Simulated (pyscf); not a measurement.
Thermochemistry of product channels of H₃C–Si:–Cl [singlet] + H atom (H•) on the doublet surface, in eV, from CCSD(T)/def2-TZVPP + ΔMP2(QZVPP) energies (ideal gas, 1 atm, RRHO with modes under 100 cm⁻¹ raised to 100, one conformer, R ln 2 for rigid chiral ones). Single points on ωB97X-D3(BJ)/def2-SVP structures (PySCF, gas phase). MP2 and CC: frozen core, UHF for open shells. ΔMP2 is the change of the MP2 total energy from the triple- to the quadruple-zeta basis.

```
products                                      ΔE  ΔH(298 K)  ΔG(900 K)  ΔG(1200 K)
------------------------------------  ----------  ---------  ---------  ----------
methyl (CH₃•) + :HSi–Cl [singlet]          -0.03      -0.02      -0.32       -0.39
•H₂C–SiH₂–Cl                          (withheld)      -2.12      -1.13       -0.80
H₃C–SiH•–Cl                           (withheld)      -2.50      -1.44       -1.07
[H₂C=SiH]• + hydrogen chloride (HCl)       +0.60      +0.60      +0.36  (withheld)
```

Q: Fill in the missing entries.

A: 
- •H₂C–SiH₂–Cl, ΔE: -2.20
- H₃C–SiH•–Cl, ΔE: -2.69
- [H₂C=SiH]• + hydrogen chloride (HCl), ΔG(1200 K): +0.30

These are energies of the channels, which say nothing of barriers. The CCSD(T) − MP2 part came from Ansatz, without density fitting, on the same reference. An open-shell T1 diagnostic exceeds 0.045. A UHF reference is spin-contaminated (<S²> up to 1.18), which harms MP2 most.
